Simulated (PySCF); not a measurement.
An unknown shows these calculated signals:

$^{1}$H NMR (300 MHz, computed): δ 7.42 (m, 2H), 6.55 (m, 2H).

$^{13}$C{$^{1}$H} NMR (computed): δ 146.1 (CH), 115.4 (CH).

- PBE0-D3(BJ)/def2-SVP structure
- J couplings at B3LYP/pcJ-1
- shielding tensors at PBE0/pcSseg-1 (GIAO)
- run in PySCF 2.14.0 with density-fitted response routines
- one computed conformer, equivalent nuclei averaged, non-relativistic, isolated molecule

Scale: $^{1}$H (31.27 ppm), $^{13}$C (184.41 ppm) vs TMS (reference shieldings calculated alike).

Which of these does the molecule contain: a vinyl group CH=CH2, an OH group, a heteroaromatic ring, an ester?

Results:


- A vinyl group CH=CH2: no.
- An OH group: no.
- A heteroaromatic ring: yes.
- An ester: no.

The data belong to SMILES c1ccco1, C$_{4}$H$_{4}$O; they needn't prove each group on their own.

Carbon signals by region: 2 in the sp2 and nitrile region (100–160 ppm).

Multiplet labels drop couplings under 1 Hz and merge nearly equal ones. Couplings among chemically equivalent protons are left out too, so labels in AA′BB′ or AA′XX′ sets are apparent multiplicities. Unscaled 3J(H,H) at this level run about 9 % above measured values. Shifts are as computed. Against solution values, carbons near 30 ppm lie about +2 ppm off and those near 130 ppm about +4 ppm. Of 246 compounds with measured shifts, 49 miss one by over three times the rms of a fit or turn the order of signals round; such compounds aren't used in these exercises.
